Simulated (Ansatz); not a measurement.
**BO (quartet): the correlation ladder, def2-QZVPP**

An exercise on one series of results from a longer session: the logs are not shown, and one member is left open.

Program: Ansatz 0.2.0, Gaussian basis. Level of theory: def2-QZVPP, core rule «outside noble gas», up to 2 orbitals frozen. These are calculated values, not measurements.

To be run: UHF; ROHF; CCSD(T) on UHF.

2 further runs of the same task are left out: 2 set aside as unsound or not needed.

### The system

The geometry is a PBE0/def2-TZVP stationary point (not a proven minimum) of the parent state, kept for this charge and spin.

2 atoms, charge 0, spin multiplicity 4.

Atoms are counted from 1 here; the program's logs count them from 0.

Bond lengths: B1–O2 1.201 Å.

Set-up of the first run:

File in.yaml:

```yaml
crystal:
  periodic: [false, false, false]
  atoms:
    - {symbol: B, position_ang: [0.000000, 0.000000, 0.000000]}
    - {symbol: O, position_ang: [0.000000, 0.000000, 1.200581]}
basis:
  gaussian: {orbitals: "def2-QZVPP.json"}
magnetization: {spin_polarized: true, initial_magnetization: 3}
hamiltonian: {xc: hf}
output: {orbitals: {seedname: orbitals}}
```

The run is started by

```
$ ansatz run in.yaml --threads 1 --pin off --events-out ev --progress --plain --max-ram 2393MiB
```

Steps of the session up to this table: UHF; ROHF; CCSD(T) on UHF.

One table of the session follows, with a row left open; its other results are not shown here.

```
  method  from UCCSD(T) (meV)
    ROHF              +7272.1
     UHF              +7122.2
    UMP2               +693.2
   UCCSD                    ?
UCCSD(T)                    0
```

Estimate the missing values for UCCSD.

**Answer.** from UCCSD(T) (meV): +244.5. In the column «from UCCSD(T) (meV)» it lies between UCCSD(T) (0) and UMP2 (+693.2).
